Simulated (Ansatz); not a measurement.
Chalcopyrite ZnGeP2, treated with RPBE in Ansatz (PAW).

Numerical settings: plane-wave cutoff 520 eV, 10×10×10 k mesh, Fermi–Dirac smearing 0.01 eV, scalar-relativistic PAW data made under PBE.

Cell (measured lattice):

```cif
data_Ge4P8Zn4
_chemical_formula_sum 'Zn4 Ge4 P8'
_space_group_name_H-M_alt 'I-42d'
_space_group_IT_number 122
_space_group_name_Hall 'I -4 2bw'
_cell_length_a 5.46000
_cell_length_b 5.46000
_cell_length_c 10.71000
_cell_angle_alpha 90.000
_cell_angle_beta 90.000
_cell_angle_gamma 90.000
loop_
_atom_site_label
_atom_site_type_symbol
_atom_site_symmetry_multiplicity
_atom_site_Wyckoff_symbol
_atom_site_fract_x
_atom_site_fract_y
_atom_site_fract_z
_atom_site_occupancy
Zn1 Zn 4 a 0.00000 0.00000 0.00000 1
Ge1 Ge 4 b 0.00000 0.00000 0.50000 1
P1 P 8 d 0.25217 0.25000 0.12500 1
```
(The calculation used a cell of 8 atoms; values per cell refer to that cell.)

What does this level give for the band gap and smallest direct gap on the k points sampled?


- band gap = 1.25 eV (indirect)
- smallest direct gap on the k points sampled = 1.44 eV

Measured, for comparison: band gap 2.05 eV (temperature not stated, no zero-point or thermal correction, pseudodirect, our sources range from 1.80 to 2.20; as tabulated in Rashkeev et al. (1999), arXiv:cond-mat/9809378).

Note: cell and atoms aren't relaxed at this level (pressure 4.2 GPa).

Spin–orbit coupling is not included.

The computed numbers hold no vibrational or temperature effects.

Computing time: very roughly 4 core-minutes.

Ansatz is an electronic-structure program.
